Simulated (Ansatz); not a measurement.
```yaml
crystal:
  periodic: [false, false, false]
  atoms:
    - {symbol: Si, position_ang: [0.000000, 0.000000, 0.000000]}
    - {symbol: F, position_ang: [0.901308, 0.906682, 0.903627]}
    - {symbol: F, position_ang: [-0.904598, -0.902911, 0.904115]}
    - {symbol: F, position_ang: [-0.903147, 0.901063, -0.907402]}
    - {symbol: F, position_ang: [0.906438, -0.904835, -0.900340]}
basis:
  gaussian: {orbitals: def2-TZVP}
hamiltonian: {xc: pbe0}
relax: {f_tol: 0.004, max_steps: 80}
```

```sh
$ ansatz run in.yaml --threads 1 --pin off --events-out ev --progress --plain --max-ram 2176MiB
```

Steps of the relaxation (energy above the last step; positions in Å, forces in eV/Å):

```
5
step 1, 1.2 meV
Si    0.000    0.000    0.000    0.000    0.000    0.000
F     0.901    0.907    0.904   -0.094   -0.094   -0.094
F    -0.905   -0.903    0.904    0.094    0.094   -0.094
F    -0.903    0.901   -0.907    0.094   -0.093    0.094
F     0.906   -0.905   -0.900   -0.094    0.094    0.093
```

```
5
step 2, 0.4 meV
Si    0.000    0.000    0.000    0.000    0.000    0.000
F     0.900    0.906    0.903   -0.052   -0.053   -0.052
F    -0.904   -0.902    0.903    0.052    0.052   -0.052
F    -0.902    0.900   -0.906    0.052   -0.052    0.053
F     0.905   -0.904   -0.899   -0.053    0.052    0.052
```

```
5
step 3, 0.0 meV
Si    0.000    0.000    0.000    0.000    0.000    0.000
F     0.899    0.905    0.901    0.000    0.000    0.000
F    -0.902   -0.901    0.902    0.000    0.000    0.000
F    -0.901    0.899   -0.905    0.000    0.000    0.000
F     0.904   -0.903   -0.898    0.000    0.000    0.000
```

Close pairs at the end: Si1–F4 1.562 Å, Si1–F3 1.562 Å, Si1–F2 1.562 Å, Si1–F5 1.562 Å.

A stationary point of restricted PBE0 after 3 steps (its stability towards spin polarisation wasn't tested); no frequencies were run, so it isn't proven a minimum. 22 s on 1 thread of Arm Neoverse V1, shared host.
